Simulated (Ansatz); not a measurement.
The inner images of a band of CH5B + H3P (11 atoms, charge 0, multiplicity 1) are given out of order.

The calculation used Ansatz 0.2.0, RKS B3LYP/6-31G*.

Image 0:

```xyz
11
Properties=species:S:1:pos:R:3
B 0.041 0.246 0.511
C 0.038 0.672 2.013
H -0.899 0.482 2.547
H 0.884 0.298 2.601
H 0.153 1.773 1.987
H 1.067 0.015 -0.062
H -0.975 0.221 -0.124
P -0.316 -3.624 0.564
H -0.802 -3.097 -0.666
H 1.038 -3.296 0.269
H -0.547 -2.410 1.275
```

Image 8:

```xyz
11
Properties=species:S:1:pos:R:3
B 0.153 -1.131 -0.694
C -0.217 0.691 3.030
H -0.881 1.271 3.678
H 0.785 0.666 3.465
H -0.176 1.159 2.043
H 1.195 -0.574 -0.527
H -0.818 -0.511 -1.002
P -0.017 -2.934 -0.213
H -0.925 -3.480 -1.151
H 1.180 -3.546 -0.651
H -0.598 -0.329 2.936
```

Task: Put them in order from the first end to the last, with their energies above the first end.
A.
```xyz
11
Properties=species:S:1:pos:R:3
B -0.058 0.093 0.481
C 0.061 0.532 1.977
H -0.829 0.342 2.586
H 0.951 0.166 2.499
H 0.164 1.633 1.931
H 0.917 -0.148 -0.172
H -1.118 0.099 -0.078
P -0.377 -3.342 0.579
H -0.516 -2.764 -0.713
H 1.042 -3.231 0.573
H -0.557 -2.098 1.252
```
B.
```xyz
11
Properties=species:S:1:pos:R:3
B -0.117 -0.486 0.415
C -0.002 0.235 2.026
H -0.865 0.126 2.690
H 0.919 0.018 2.574
H 0.034 1.273 1.687
H 0.930 -0.326 -0.127
H -1.166 -0.153 -0.046
P -0.422 -2.665 0.515
H -0.417 -2.579 -0.902
H 0.956 -3.019 0.593
H -0.168 -1.141 1.491
```
C.
```xyz
11
Properties=species:S:1:pos:R:3
B 0.043 -0.895 -0.352
C -0.120 0.403 2.649
H -0.862 0.663 3.408
H 0.868 0.312 3.108
H -0.093 1.179 1.879
H 1.062 -0.332 -0.095
H -0.897 -0.277 -0.749
P -0.177 -2.716 0.073
H -0.850 -3.223 -1.063
H 1.103 -3.277 -0.144
H -0.395 -0.555 2.201
```
D.
```xyz
11
Properties=species:S:1:pos:R:3
B -0.040 -0.822 -0.151
C -0.061 0.298 2.473
H -0.880 0.438 3.181
H 0.891 0.175 2.992
H -0.005 1.147 1.789
H 1.029 -0.302 -0.083
H -0.993 -0.173 -0.462
P -0.330 -2.683 0.209
H -0.665 -3.003 -1.133
H 1.004 -3.169 0.178
H -0.268 -0.625 1.922
```
E.
```xyz
11
Properties=species:S:1:pos:R:3
B -0.092 -0.155 0.497
C 0.027 0.371 1.984
H -0.843 0.188 2.626
H 0.933 0.069 2.520
H 0.086 1.462 1.838
H 0.897 -0.299 -0.163
H -1.149 -0.098 -0.066
P -0.408 -2.959 0.608
H -0.461 -2.526 -0.745
H 1.003 -3.121 0.592
H -0.313 -1.651 1.224
```
F.
```xyz
11
Properties=species:S:1:pos:R:3
B -0.122 -0.724 0.099
C -0.016 0.203 2.279
H -0.886 0.219 2.934
H 0.918 0.051 2.818
H 0.032 1.119 1.691
H 0.964 -0.286 -0.122
H -1.098 -0.089 -0.165
P -0.431 -2.650 0.323
H -0.451 -2.758 -1.096
H 0.929 -3.062 0.454
H -0.158 -0.741 1.699
```
G.
```xyz
11
Properties=species:S:1:pos:R:3
B 0.127 -1.000 -0.544
C -0.181 0.534 2.839
H -0.887 0.929 3.575
H 0.822 0.507 3.273
H -0.178 1.176 1.954
H 1.166 -0.447 -0.348
H -0.827 -0.377 -0.897
P -0.075 -2.797 -0.048
H -0.942 -3.345 -1.022
H 1.138 -3.419 -0.426
H -0.481 -0.479 2.557
```

Result: A (+0.01 eV), E (+0.22 eV), B (+1.21 eV), F (+0.24 eV), D (-0.11 eV), C (-0.30 eV), G (-0.35 eV).

Time of the run: 4.5 min on 1 thread of Intel(R) Xeon(R) 6975P-C (Granite Rapids), with other jobs on the host, peak memory 0.14 GiB.
